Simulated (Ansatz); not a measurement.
Al₆Ru: computed properties

Level of theory: DFT PBEsol, scalar-relativistic, plane waves, PAW (Ansatz).

Settings: cutoff 420 eV, Γ-centred mesh 8×8×4 on the computed 14-atom cell, Gaussian smearing of 0.10 eV; no spin polarisation.

The structure is relaxed at this level of theory with its symmetry kept. Whether it is the stable form of this composition wasn't checked.

```
CELL_PARAMETERS angstrom
3.72665 -3.26763 0.00000
3.72665 3.26763 0.00000
0.00000 0.00000 8.94086
ATOMIC_POSITIONS crystal
Al 0.31963 0.31963 0.00000
Al 0.68037 0.68037 0.50000
Al 0.68037 0.68037 0.00000
Al 0.31963 0.31963 0.50000
Al 0.85701 0.14299 0.09842
Al 0.14299 0.85701 0.59842
Al 0.85701 0.14299 0.40158
Al 0.14299 0.85701 0.90158
Al 0.02155 0.61789 0.25000
Al 0.97845 0.38211 0.75000
Al 0.38211 0.97845 0.25000
Al 0.61789 0.02155 0.75000
Ru 0.53558 0.46442 0.25000
Ru 0.46442 0.53558 0.75000
```

```json
{"Space group": "Cmcm (No. 63)", "Volume per atom": "15.55 Å³", "Formation energy from the elements' standard states (uncorrected)": "-0.313 eV/atom", "Kohn–Sham band gap": "none (metal)", "Density of states at the Fermi level": "3.67 states/eV per cell", "Löwdin character within 0.5 eV of the Fermi level": "Al 3p 54 %, Al 3s 22 %, Ru 4d 17 %, unprojected 5 %", "Bulk modulus": "117 GPa", "Its pressure derivative": "4.2"}
```